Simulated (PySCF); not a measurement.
# LiH: bond curves at several levels of theory

The task here is to estimate one member of a computed series from the others.

Program: PySCF 2.14.0. Level of theory: Li def2-TZVPP, H def2-TZVPP, no relativity. These are calculated values, not measurements.

Set-up of the first run:

The job is set up so:

| Item | Value |
| --- | --- |
| atoms | Li, H |
| charge | 0 |
| basis | Li def2-TZVPP, H def2-TZVPP |
| Hamiltonian | no relativity |
| basis functions | 33 |
| electrons treated | 4 |
| masses in u | 7.0160, 1.0078 |
| levels | PBE0, PBE, r²SCAN, B97-3, MN15, PW91, r²SCANh, LC-ωPBE, HF, MP2, SCS-MP2, CCSD, CCSD(T) |
| grid | 80 radial by 434 angular points |
| occupations | held fixed by the projection of orbital angular momentum |
| dissociation limit | Li + H, each in its ground configuration |
| starting distance in angstrom | 1.605 |
| values of 2S to try | 0, 2 |

Run with:

```bash
OMP_NUM_THREADS=1 python dia.py task.json out
```

Among the steps run: The job; First curve: PBE0; Excited determinants; PBE; r²SCAN; B97-3; MN15; PW91; r²SCANh (hybrid meta-GGA); LC-ωPBE (range-separated hybrid); RHF; Correlated methods on the Hartree–Fock reference.

One of the session's tables, all rows but one given; the rest of the session is left out.

```
      level  Re (Å)  ωe (cm⁻¹)  De (eV)
        RHF       ?          ?        ?
    RHF-MP2   1.593       1439     2.18
RHF-SCS-MP2   1.593       1437     2.32
   RHF-CCSD   1.597       1413     2.41
RHF-CCSD(T)   1.597       1413     2.41
        PBE   1.607       1378     2.30
       PW91   1.605       1379     2.34
     r²SCAN   1.605       1398     2.38
    r²SCANh   1.603       1407     2.38
       PBE0   1.599       1408     2.26
      B97-3   1.592       1432     2.44
       MN15   1.592       1423     2.75
    LC-ωPBE   1.594       1430     2.32
   measured  1.5957    1405.65      n/a
```

Estimate the missing values for RHF.

As computed: Re (Å): 1.607; ωe (cm⁻¹): 1429; De (eV): 1.46.

De is counted to Li + H in their ground configurations.
